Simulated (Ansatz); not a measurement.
## H4OSi2: where a starting geometry ends

The starting geometry of this gas-phase singlet is a saddle point at PBE0-D3(BJ)/def2-SVP, pushed by 0.25 Å along its imaginary mode; its bonds are those of `O[Si][SiH3]`.

```yaml
atoms:
  - { symbol: O, position_ang: [0.5478, 0.6956, 3.6447] }
  - { symbol: Si, position_ang: [-0.7070, 0.0621, 2.7286] }
  - { symbol: Si, position_ang: [0.0405, 0.9594, 0.6184] }
  - { symbol: H, position_ang: [0.5015, 0.4569, 4.5761] }
  - { symbol: H, position_ang: [-1.1283, 1.6298, -0.1042] }
  - { symbol: H, position_ang: [0.4831, -0.2026, -0.2672] }
  - { symbol: H, position_ang: [1.1817, 1.9512, 0.7178] }
```

Where would you expect an optimisation with PBE0-D3(BJ)/def2-SVP to take it?

It keeps its bonds, and is `O[Si][SiH3]`.

The energy falls by 0.03 eV over 21 steps:

| step | E − E(last) (eV) |
| --- | --- |
| 1 | 0.025 |
| 3 | 0.017 |
| 5 | 0.012 |
| 8 | 0.007 |
| 10 | 0.004 |
| 12 | 0.003 |
| 14 | 0.001 |
| 17 | 0.000 |
| 19 | 0.000 |
| 21 | 0.000 |

Final geometry (Å):

```yaml
atoms:
  - { symbol: O, position_ang: [0.6345, 0.3508, 3.5083] }
  - { symbol: Si, position_ang: [-0.8877, 0.6644, 2.8683] }
  - { symbol: Si, position_ang: [-0.0176, 1.0372, 0.6375] }
  - { symbol: H, position_ang: [0.6237, 0.1510, 4.4523] }
  - { symbol: H, position_ang: [-1.0928, 1.3803, -0.3486] }
  - { symbol: H, position_ang: [0.6847, -0.1939, 0.1456] }
  - { symbol: H, position_ang: [0.9745, 2.1625, 0.6506] }
```

Frequencies at the end are all real (lowest 51 cm⁻¹). Run with Ansatz 0.2.0, 41 s on 1 thread of Arm Neoverse V1, on a shared host.
